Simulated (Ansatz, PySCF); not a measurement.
This PySCF input computes a PBE0/def2-TZVPD energy:

```python
from pyscf import gto, scf, dft

mol = gto.M(
    atom='''
    O     0.00087921    0.00996717    0.66372784
    C    -0.00069266   -0.00785239   -0.52290140
    H     0.00580988    0.95150323   -1.10075038
    H    -0.00868758   -0.98412628   -1.07166392
    ''',
    basis='def2-tzvpd',
    charge=1,
    spin=1,
    verbose=4,
)

mf = dft.UKS(mol, xc='pbe0').density_fit(auxbasis='def2-universal-jkfit')
mf.grids.level = 3
mf.conv_tol = 1e-9
mf.max_cycle = 100
mf.max_memory = 1500
mf.kernel()
if not mf.converged:
    mf = mf.newton()
    mf.kernel(mf.make_rdm1())
for _ in range(2):
    mo, _, stable, _ = mf.stability(return_status=True)
    if stable:
        break
    mf.kernel(mf.make_rdm1(mo, mf.mo_occ))
mf.analyze()
```

Task: Write an input for the same energy in Ansatz (a program for electronic structure) and say what it gives.

Result: 
Ansatz 0.2 input:
```yaml
crystal:
  periodic: [false, false, false]
  atoms:
    - {symbol: O, position_ang: [0.00087921, 0.00996717, 0.66372784]}
    - {symbol: C, position_ang: [-0.00069266, -0.00785239, -0.52290140]}
    - {symbol: H, position_ang: [0.00580988, 0.95150323, -1.10075038]}
    - {symbol: H, position_ang: [-0.00868758, -0.98412628, -1.07166392]}
basis:
  gaussian:
    orbitals: def2-TZVPD
hamiltonian:
  xc: {name: PBE0}
total_charge: 1
magnetization: {spin_polarized: true, initial_magnetization: 1}
output: {forces: true}
```
It gives -114.02454 Eh, and PySCF -114.02456 Eh, a difference of 0.02 mEh, from the treatment of integrals and grids.
